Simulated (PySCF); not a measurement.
Dissociation curve of OH, doublet. Each curve is given relative to its own lowest point near equilibrium.

```tsv
R / Å	A	B	C	D
0.73	255.9	274.0	244.0	252.6
0.77	159.4	174.3	149.5	156.3
0.83	67.4	77.3	60.2	64.6
0.88	25.2	31.4	20.3	23.0
0.92	7.5	11.0	4.7	6.1
0.94	2.8	5.1	1.1	1.9
0.97	0.0	0.5	0.0	0.0
0.99	0.5	0.0	1.7	1.2
1.03	6.1	3.8	9.9	8.4
1.07	16.4	12.8	23.1	20.7
1.14	42.0	37.2	54.7	51.1
1.22	77.8	73.6	98.6	95.7
1.31	120.6	119.5	152.3	164.2
```

Energies in kJ/mol.

### Question
Which curve belongs to which method? The methods are CASSCF(7,5)/cc-pVTZ run with PySCF; unrestricted BHandHLYP/cc-pVTZ in PySCF; PySCF 2.14.0 with unrestricted LDA (SVWN5)/cc-pVTZ; MP2 on UHF/cc-pVTZ, 1 core orbital frozen run with PySCF 2.14.0.

### Answer
A is CASSCF(7,5); B is UKS-LDA (SVWN5); C is UKS-BHandHLYP; D is UMP2.

The scan ran from 0.73 to 3.92 Å; beyond the distances shown one of the unrestricted levels run for this scan, shown here or not, changes its spin distribution in one step. The unrestricted determinant behind UMP2 is spin-contaminated at 1.31 Å (<S²> up to 0.9, against 0.75 for a pure doublet).
